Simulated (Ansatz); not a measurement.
A made-up structure of C2H4B, doublet:

B1  (-1.141, 0.386, -0.471)
C2  (0.446, 0.220, 0.186)
C3  (1.031, -1.111, 0.421)
H4  (-1.667, 1.600, -0.682)
H5  (-1.847, -0.710, -0.770)
H6  (1.118, 1.208, 0.470)
H7  (2.061, -1.593, 0.845)
(Å)

It is relaxed with PBE-D4/def2-SVP and then PBE0-D4/def2-TZVP (Ansatz 0.2.0). Atoms count as bonded within 1.22 times the sum of their covalent radii (H–H: 0.88 Å). The end point is not checked to be a true minimum.

Problem. Does its bonding change? (Judge from chemistry; the calculation decides.)

Solution. The calculation gives: No: no bond forms or breaks.

Where it ends: The first stage lowers the energy by 1.41 eV in 6 steps. It ends as C₂H₄B ([BH2][CH][CH]):
B1  (-1.019, 0.344, -0.420)
C2  (0.398, 0.196, 0.166)
C3  (0.921, -0.991, 0.376)
H4  (-1.488, 1.429, -0.609)
H5  (-1.649, -0.634, -0.687)
H6  (0.997, 1.079, 0.420)
H7  (1.840, -1.423, 0.755)
(Å)

Labels in which every atom is bracketed show which atoms are joined, not bond orders.

For scale, one of the runs: PBE0-D4/def2-TZVP relaxation, 117 basis functions, launched by `ansatz run in.yaml --threads 2 --pin off --events-out ev --progress --plain --max-ram 4352MiB`. The run took about 13 s on 2 CPU threads of an Arm Neoverse V1 (shared host).
